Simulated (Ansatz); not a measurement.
The first iterations of a band of AlH3O + H2 (7 atoms, charge 0, multiplicity 1).

Level of theory: RKS B3LYP-D4/def2-SVP (Ansatz 0.2.0).

```yaml
movable_images: 7
climbing_image: yes
spring: 5.0 eV/Å²
optimiser: quadratic models (default)
start_path: through a guess of the saddle point
force_threshold: 0.05 eV/Å
iteration_limit: 60
end_points: relaxed
```

Initial state:

```xyz
7
Properties=species:S:1:pos:R:3
Al -0.052 -0.162 0.197
O -0.070 -0.622 1.846
H -0.855 -0.744 2.387
H 1.372 -0.123 -0.478
H -1.408 0.088 -0.583
H 0.107 2.347 0.540
H 0.145 2.064 1.247
```

Final state:

```xyz
7
Properties=species:S:1:pos:R:3
Al 0.026 0.482 -0.150
O -0.034 0.145 1.864
H -0.826 -0.328 2.161
H 1.358 -0.262 -0.604
H -1.379 -0.218 -0.469
H 0.054 2.081 -0.049
H 0.040 0.947 2.404
```

| iteration | highest image above the first end (eV) | largest band force component (eV/Å) |
| --- | --- | --- |
| 1 | 1.665 | 2.783 |
| 2 | 0.970 | 1.796 |
| 3 | 0.932 | 1.314 |

Task: Does the band converge within its limit, and where does its top end?

Result: The forces met the threshold. It ended after 9 iterations with the highest image 0.921 eV above the first end. A vibrational analysis at the climbing image gives one clearly imaginary mode, 1254i cm⁻¹: a first-order saddle point. The orbitals stay closed-shell, which can raise the energy where a bond breaks towards radicals; this wasn't checked here.

Time of the run: 2.2 min on 1 thread of Arm Neoverse N1, on a shared host, peak memory 0.11 GiB.
